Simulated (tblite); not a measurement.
Species: C2H4F2O.
SMILES with atom numbers: `[CH3:1][O:2][CH:3]([F:4])[F:5]` (hydrogens: H6, H7, H8 on C1; H9 on C3)

Computed with GFN2-xTB (tblite), gas phase: Langevin dynamics at 600 K from the optimised GFN2-xTB geometry, time step 0.5 fs, friction 0.01 fs⁻¹, 2000 steps.

Start geometry:
```
atom  x, y, z in Å
C1      1.174   -0.193    0.199
O2     -0.153   -0.638    0.440
C3     -1.106    0.142   -0.104
F4     -1.157    0.008   -1.460
F5     -2.297   -0.254    0.355
H6      1.405   -0.220   -0.869
H7      1.317    0.822    0.582
H8      1.816   -0.888    0.733
H9     -0.986    1.227    0.099
```

The statistics below take the 31 frames saved every 25 fs from 250 to 1000 fs; their kinetic temperature (all 3N coordinates) averages 581 K.

**Question.** How do the bond lengths spread?

**Answer.** 
```tsv
bond	start (Å)	mean (Å)	standard deviation (Å)	shortest (Å)	longest (Å)
C1–O2	1.420	1.427	0.046	1.315	1.522
O2–C3	1.346	1.349	0.033	1.294	1.416
C3–F4	1.364	1.374	0.045	1.285	1.499
C3–F5	1.337	1.351	0.036	1.276	1.452
C1–H6	1.093	1.105	0.044	1.021	1.229
C1–H7	1.095	1.117	0.074	0.984	1.294
C1–H8	1.086	1.098	0.043	1.012	1.199
C3–H9	1.110	1.115	0.054	1.022	1.218
```

**Question.** How far does each atom move about its mean position (frames aligned on the start, all atoms weighted alike), and what rms force does it feel?

**Answer.** 
```json
{"atom": "C1", "rms displacement (Å)": "0.08", "rms force (eV/Å)": "3.31"}
{"atom": "O2", "rms displacement (Å)": "0.21", "rms force (eV/Å)": "1.98"}
{"atom": "C3", "rms displacement (Å)": "0.10", "rms force (eV/Å)": "2.43"}
{"atom": "F4", "rms displacement (Å)": "0.35", "rms force (eV/Å)": "1.33"}
{"atom": "F5", "rms displacement (Å)": "0.23", "rms force (eV/Å)": "1.33"}
{"atom": "H6", "rms displacement (Å)": "0.43", "rms force (eV/Å)": "1.44"}
{"atom": "H7", "rms displacement (Å)": "0.54", "rms force (eV/Å)": "2.14"}
{"atom": "H8", "rms displacement (Å)": "0.50", "rms force (eV/Å)": "1.31"}
{"atom": "H9", "rms displacement (Å)": "0.29", "rms force (eV/Å)": "1.66"}
```

The displacements run from 0.08 to 0.54 Å, the largest at H7.

**Question.** Follow the torsion C1–O2–C3–F4 through every second one of these frames.

**Answer.** 
```csv
t (fs),C1–O2–C3–F4 (°)
250,98
300,97
350,89
400,74
450,53
500,44
550,44
600,56
650,89
700,94
750,93
800,72
850,80
900,94
950,112
1000,120
```

Largest departure from the start value over all these frames: C1–O2–C3–F4 47° (start 72°).

**Question.** How widely does the potential energy scatter, against a harmonic estimate?

**Answer.** Mean 0.59 eV above the start, standard deviation 0.146 eV, range 0.24 to 1.01 eV. For 21 classical harmonic modes at 600 K the canonical values are 21kT/2 = 0.54 eV and kT·√(21/2) = 0.168 eV.

The run is classical and short, so these are rough statistics of one trajectory.

What follows is the cost of the whole dynamics run. On one thread, Intel Xeon Platinum 8259CL at 2.50 GHz (x86_64), shared host, this took 11 s and 0.18 GiB of memory at its peak.
